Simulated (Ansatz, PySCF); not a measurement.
dimethyl ether cation (C2H6O), SMILES COC (connectivity only; charge and spin as stated), charge +1, multiplicity 2. Atoms are numbered in the order given.

```xyz
9

C      1.2253     0.0000     0.1890
O      0.0000     0.0000    -0.5028
C     -1.2253     0.0000     0.1890
H      1.0971     0.0000     1.2693
H      1.7747     0.8762    -0.1926
H      1.7747    -0.8762    -0.1926
H     -1.0971     0.0000     1.2693
H     -1.7747    -0.8762    -0.1926
H     -1.7747     0.8762    -0.1926
```
Charge +1, spin multiplicity 2.

Geometry optimised at ωB97X-D3(BJ)/def2-TZVP. The multiplicity is an assumed one; other spin states were not compared.

Two levels are set side by side: PBE-D3(BJ)/def2-TZVP (Ansatz, an electronic-structure program) and ωB97X-D3(BJ)/def2-TZVP (PySCF). Each level has its own optimised geometry; the coordinates shown are those of the second. Differences are taken from unrounded values.

```tsv
quantity	ωB97X-D3(BJ)
mean bond length (Å)	1.175
bond C1–O2 (Å)	1.407
bond O2–C3 (Å)	1.407
bond C1–H4 (Å)	1.088
bond C1–H5 (Å)	1.102
bond C1–H6 (Å)	1.102
bond C3–H7 (Å)	1.088
bond C3–H8 (Å)	1.102
bond C3–H9 (Å)	1.102
```

**Question.** What does PBE-D3(BJ) give, and how far is it from ωB97X-D3(BJ)? (The exact figures need the calculation; the answer reports its results.)

**Answer.** 
```tsv
quantity	PBE-D3(BJ)	PBE-D3(BJ) minus ωB97X-D3(BJ)
mean bond length (Å)	1.182	0.007
bond C1–O2 (Å)	1.400	-0.007
bond O2–C3 (Å)	1.400	-0.007
bond C1–H4 (Å)	1.095	0.007
bond C1–H5 (Å)	1.115	0.013
bond C1–H6 (Å)	1.115	0.013
bond C3–H7 (Å)	1.095	0.007
bond C3–H8 (Å)	1.115	0.013
bond C3–H9 (Å)	1.115	0.013
```

GGA bonds tend to be longer and softer than those of functionals with exact exchange. Differences between two approximate levels are no errors against the true value.
